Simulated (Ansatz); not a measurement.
# HAlSi, triplet: the ladder up to full CI

Geometry: displaced at random from a stationary point.

```xyz
3

Si   -0.0154   -0.0090    2.1102
Al   -0.0163   -0.0252   -0.2344
H     0.0317    0.0342   -1.8759
```

Basis 6-31G; Ansatz 0.2.0. Correlated methods freeze the noble-gas cores, which leaves 8 electrons in 18 orbitals. Prefix R: restricted or restricted open-shell reference; prefix U: unrestricted. Active spaces: valence = (8e, 9o) chosen from the atoms' valence shells.

Full CI is exact within this basis and frozen core; it isn't the basis-set limit. The frozen core follows each run's orbitals, which can shift R against U totals by a few meV.

For open shells CISD is restricted-active-space CI with the open shells as a complete middle space.

- UHF ⟨S²⟩: 2.007
- T1 diagnostic (RCCSD): 0.0355
- largest doubles amplitude (RCCSD): 0.081
- T1 diagnostic (UCCSD): 0.0338

```tsv
level	E − E(RHF) (eV)
UHF	-0.0441
RMP2	-1.7054
UMP2	-1.7083
RCCSD	-2.3172
UCCSD	-2.3180
RCCSD(T)	-2.3925
UCCSD(T)	-2.3927
```

(1) Estimate how far full CI in 6-31G lies from RCCSD(T). The table doesn't fix it; the size of (T) and the diagnostics are the guide.

(1) Full CI in 6-31G lies 3.6 kJ/mol below RCCSD(T), which is 50 % of the (T) step (-7.3 kJ/mol). T1 is raised, and the rest is a large part of (T).

The other levels:

| level | E − E(full CI) (kJ/mol) | share of correlation (%) | wall time |
| --- | --- | --- | --- |
| CISD | 21.3 | 90.93 | 0.48 s |
| BCCD(T) | 4.1 | 98.26 | 0.93 s |
| RCCSDT | 0.7 | 99.71 | – |
| UCCSDT | 0.7 | 99.72 | – |
| RCCSDT(Q) | 0.1 | 99.94 | 2.9 s |
| UCCSDT(Q) | 0.1 | 99.97 | 3.4 s |
| RCCSDTQ | 0.0 | 99.98 | 24 s |
| UCCSDTQ | 0.0 | 99.98 | 24 s |
| CASSCF (valence space) | 65.2 | 72.19 | – |
| NEVPT2 (valence space) | 20.1 | 91.43 | 2.5 s |
| MRCISD (valence space) | 1.9 | 99.20 | – |
| MRCISD+Q (valence space) | 0.4 | 99.85 | 3.8 s |

The correlation energy at full CI, counted from RHF, is -2.430 eV. That run took 29 s on 1 thread of Arm Neoverse V1, shared host over 4,681,152 determinants.

Times hold each run's SCF and search for its determinant on a shared host, so for small cases they say little of a method's own cost; they ran on 1 thread of Arm Neoverse V1. Some runs computed forces too.

The full-CI state has the irrep A'' of Cs, in the program's axes (one component, if the state is degenerate).

Natural occupations of full CI about the gap: 1.964 1.954 1.913 0.977 0.977 0.074 0.044 0.044 0.019 0.009; effectively unpaired electrons, Σ n²(2−n)², 2.08.
